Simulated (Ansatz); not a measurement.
Ansatz (a program for electronic structure) input (PBE/aug-pcseg-2):

Ansatz 0.2 input:
```yaml
crystal:
  periodic: [false, false, false]
  atoms:
    - {symbol: O, position_ang: [1.15064415, 0.27323898, 0.38198658]}
    - {symbol: C, position_ang: [0.02389777, 0.31049500, -0.18794480]}
    - {symbol: H, position_ang: [-0.18242979, 1.19605197, -0.85698703]}
    - {symbol: C, position_ang: [-1.03824297, -0.56806862, -0.13806164]}
    - {symbol: H, position_ang: [-0.99655321, -1.47240569, 0.46326975]}
    - {symbol: H, position_ang: [-1.94009899, -0.36411639, -0.70613676]}
basis:
  gaussian:
    orbitals: aug-pcseg-2
hamiltonian:
  xc: {name: PBE}
total_charge: -1
magnetization: {spin_polarized: false}
```

Output:

```
Functional definition: PBE
integrals: 0.07 GiB planned
784 factors; their error is unknown
mean field: 0.83 GiB planned
mean field evaluation 1: about -4160.7806 eV, gradient 4.9e1 eV
mean field evaluation 2: about -4121.3513 eV, gradient 1.0e2 eV
mean field evaluation 4: about -4165.6474 eV, gradient 2.1e1 eV
mean field evaluation 8: about -4166.6967 eV, gradient 9.3e-2 eV
mean field evaluation 16: about -4166.6584 eV, gradient 6.9e-5 eV
mean field -4166.65843304 eV, -153.1218731515 hartree, gradient 6.9e-5 eV, S^2 0.000000; 0 other end points of the search recorded, 0 dependent functions left out
reference -4166.65848791 eV, -153.1218751682 hartree; 12, 12 occupied and 195, 195 virtual orbitals, 784 factors
Total energy: -4166.65848791 eV, -153.1218751682 hartree
```
